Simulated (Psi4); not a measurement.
**BNH5F (SMILES [NH3+][BH2-]F): a first try and a second**

Wanted: a single-point energy of BNH5F, MS2h/may-cc-pVTZ (density fitting).

Program for the calculation: Psi4 1.11.

5 further runs of the same task are left out: 4 that didn't finish, 1 set aside as unsound or not needed.

**1. Starting point**

The species is BNH5F (8 atoms), meant as a singlet with charge 0. As SMILES, `[NH3+][BH2-]F`. The coordinates come from a GFN2-xTB relaxation.

Bond lengths: N1–B2 1.679 Å, B2–F3 1.386 Å, N1–H4 1.015 Å, N1–H5 1.015 Å, N1–H6 1.013 Å, B2–H7 1.190 Å, B2–H8 1.191 Å. Some angles: N1–B2–F3 101.2°, N1–B2–H7 106.2°, N1–B2–H8 106.3°, F3–B2–H7 112.2°, F3–B2–H8 112.2°, B2–N1–H4 106.9°, B2–N1–H5 106.8°, B2–N1–H6 111.4°, H7–B2–H8 117.0°, H4–N1–H5 109.5°.

**2. Try one**

bfh5n.dat reads:

```
memory 1600 MB

molecule m {
  0 2
  N
  B 1 1.679384
  F 2 1.386207 1 101.16678
  H 1 1.014797 2 106.91438 3 59.11585
  H 1 1.014819 4 109.47388 2 115.33672
  H 1 1.012702 4 111.01748 5 122.94326
  H 2 1.189957 3 112.21403 1 -112.86083
  H 2 1.190736 7 117.0377 3 131.83797
  symmetry c1
  no_reorient
  no_com
}

set globals {
  scf_type df
}

e, wfn = energy('ms2h/may-cc-pVTZ', return_wfn=True)
```

Command:

```bash
$ psi4 bfh5n.dat bfh5n.out -n 1
```

bfh5n.out:

```text
Psi4 1.11 release

qcelemental.exceptions.ValidationError: Inconsistent or unspecified chg/mult: sys chg: None, frag chg: [0.0], sys mult: None, frag mult: [2]

Printing out the relevant lines from the Psithon --> Python processed input file:
    from psi4.driver.wrapper_database import database, db, DB_RGT, DB_RXN
    from psi4.driver.wrapper_autofrag import auto_fragments
    psi4_io = core.IOManager.shared_object()
    core.set_memory_bytes(1600000000)

--> m = geometry("""
      0 2
      N
      B 1 1.679384
      F 2 1.386207 1 101.16678
      H 1 1.014797 2 106.91438 3 59.11585

!----------------------------------------------------------------------------------!
!                                                                                  !
!  Inconsistent or unspecified chg/mult: sys chg: None, frag chg: [0.0], sys mult: !
!     None, frag mult: [2]                                                         !
!                                                                                  !
!----------------------------------------------------------------------------------!

    Psi4 run time: 0:00:00.00
```

Run time: 0.68 s. Hardware: 1 thread of Intel Xeon 6975P-C (Granite Rapids), shared host; peak memory 0.13 GiB.

**3. What went wrong**

The program refused the input.

The log says `qcelemental.exceptions.ValidationError: Inconsistent or unspecified chg/mult: sys chg: None, frag chg: [0.0], sys mult: None, frag mult: [2]`. The fault: the spin state typed doesn't suit the molecule. To mend it: multiplicity 1 in place of 2.

**4. The mended input**

bfh5n.dat reads:

```
memory 1.6 GB

molecule mol {
  0 1
  N
  B 1 1.679384
  F 2 1.386207 1 101.16678
  H 1 1.014797 2 106.91438 3 59.11585
  H 1 1.014819 4 109.47388 2 115.33672
  H 1 1.012702 4 111.01748 5 122.94326
  H 2 1.189957 3 112.21403 1 -112.86083
  H 2 1.190736 7 117.0377 3 131.83797
  units angstrom
  symmetry c1
  no_reorient
  no_com
}

set scf_type df

energy('ms2h/may-cc-pVTZ')
```

Command:

```bash
$ psi4 -i bfh5n.dat -o bfh5n.out -n 1
```

bfh5n.out:

```text
[...]
  Running in c1 symmetry.
[...]
  Nuclear repulsion =   76.454776480935152
[...]
  Multiplicity = 1
[...]
  Nalpha       = 13
  Nbeta        = 13
[...]
    Number of basis functions: 172
[...]
   @DF-RKS iter   1:  -182.35150640510628   -4.25935e-01   4.71854e-03 ADIIS/DIIS
[...]
   @DF-RKS iter   8:  -182.62799959325343   -1.68798e-07   4.48572e-07 DIIS
[...]
    Orbital Energies [Eh]
    ---------------------
    Doubly Occupied:
       1A    -24.524535     2A    -14.332735     3A     -6.666477
       4A     -1.135740     5A     -0.949887     6A     -0.550933
       7A     -0.547042     8A     -0.509548     9A     -0.412309
      10A     -0.375909    11A     -0.372005    12A     -0.301998
      13A     -0.253668
[...]
  @DF-RKS Final Energy:  -182.62799959325343
   => Energetics <=
    Nuclear Repulsion Energy =             76.4547764809351520
    One-Electron Energy =                -401.8764423602854663
    Two-Electron Energy =                 164.2091594085112263
    DFT Exchange-Correlation Energy =     -21.4154931224143361
    Empirical Dispersion Energy =           0.0000000000000000
    VV10 Nonlocal Energy =                  0.0000000000000000
    Total Energy =                       -182.6279995932534348
[...]
 Multipole Moments:
 ------------------------------------------------------------------------------------
     Multipole            Electronic (a.u.)      Nuclear  (a.u.)        Total (a.u.)
 ------------------------------------------------------------------------------------
 L = 1.  Multiply by 2.5417464519 to convert [e a0] to [Debye]
 Dipole X            :          0.0000929            0.0001300            0.0002229
 Dipole Y            :         -3.1620486            3.6126760            0.4506274
 Dipole Z            :          1.8003170           -3.8929060           -2.0925890
 Magnitude           :                                                    2.1405592
[...]
```

Wall time 16 s (1 thread of Intel Xeon 6975P-C (Granite Rapids), shared host); peak memory 1.3 GiB.

**5. Outcome**

At MS2h/may-cc-pVTZ (density fitting):

```
     quantity          value
 total energy  -182.62800 Eh
dipole moment         5.44 D
  HOMO energy       -6.90 eV
  LUMO energy       -0.76 eV
HOMO–LUMO gap        6.14 eV
```
